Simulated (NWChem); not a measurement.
A series in which one site is exchanged, each optimised at PBE0/def2-SVP with NWChem, gas phase unless a solvent is named. For some, no frequency run checked for a minimum. def2 effective core potentials on Y, Sb; no spin-orbit coupling.

A: [Cl][Sb]([Cl])[Cl] (SbCl3; site = Sb)
B: [Cl][Y]([Cl])[Cl] (YCl3; site = Y)
C: [Cl][Al]([Cl])[Cl] (AlCl3; site = Al)
D: [Cl][Ga]([Cl])[Cl] (GaCl$_{3}$; site = Ga)

**Question.** Rank them by lowest singlet excitation, B3LYP/def2-SVPD, TDA (eV), lowest first.

**Answer.** B (4.58), A (5.34), D (5.57), C (6.27)
